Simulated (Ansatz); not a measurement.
# AlH3 (singlet): from Hartree-Fock to the top rungs, cc-pVTZ

Aim: climb from Hartree-Fock through coupled cluster for AlH3 (singlet) at one geometry and basis, and see what each rung misses.

Method: cc-pVTZ, core rule «outside noble gas», up to 5 orbitals frozen; program: Ansatz 0.2.0, Gaussian basis.

The runs, in order: UHF; CCSD(T) on RHF; BCCD(T) on RHF; CCSDT(Q) on RHF; CCSDTQ on RHF.

6 further runs of the same task are left out: 2 for a known fault of the program, 1 that didn't finish, 3 set aside as unsound or not needed.

**1. What is computed**

The geometry is a PBE0/def2-TZVP stationary point (not a proven minimum).

4 atoms, charge 0, spin multiplicity 1.

Atoms are counted from 1 here; the program's logs count them from 0.

Bond lengths: Al1–H2 1.586 Å, Al1–H3 1.586 Å, Al1–H4 1.586 Å. Angles: H2–Al1–H3 120.0°, H2–Al1–H4 120.0°, H3–Al1–H4 120.0°.

**2. UHF**

The input, in.yaml:

```yaml
crystal:
  periodic: [false, false, false]
  atoms:
    - {symbol: Al, position_ang: [0.000000, 0.000000, 0.000000]}
    - {symbol: H, position_ang: [1.585776, 0.015051, -0.000083]}
    - {symbol: H, position_ang: [-0.805923, 1.365794, -0.002790]}
    - {symbol: H, position_ang: [-0.779853, -1.380845, 0.002873]}
basis:
  gaussian: {orbitals: cc-pVTZ}
magnetization: {spin_polarized: true, initial_magnetization: 0}
hamiltonian: {xc: hf}
output: {orbitals: {seedname: orbitals}}
```

Run with:

```
> ansatz run in.yaml --threads 1 --pin off --events-out ev --progress --plain --max-ram 4096MiB --backend cpu
```

The runs that follow: CCSD(T) on RHF; BCCD(T) on RHF; CCSDT(Q) on RHF; CCSDTQ on RHF.

**Question.** What will the summary of the whole plan be? Wanted: RCCSDTQ below the RHF energy; RMP2 from RCCSDTQ; RCCSD from RCCSDTQ; RCCSD(T) from RCCSDTQ; RCCSDT(Q) from RCCSDTQ; T1 diagnostic.

As calculated:

```
                         quantity                                 value
     RCCSDTQ below the RHF energy                            -3.2525 eV
                RMP2 from RCCSDTQ                          +67.5 kJ/mol
               RCCSD from RCCSDTQ                           +5.4 kJ/mol
            RCCSD(T) from RCCSDTQ                           +1.2 kJ/mol
           RCCSDT(Q) from RCCSDTQ                            0.0 kJ/mol
levels within 1 kcal/mol (43 meV)  RCCSD(T), BCCD(T), RCCSDT, RCCSDT(Q)
                    T1 diagnostic                                 0.008
```

**Reading.** RCCSD(T) misses by +1.2 kJ/mol, 0.4 % of the correlation energy. These misses are within one basis, not against nature.
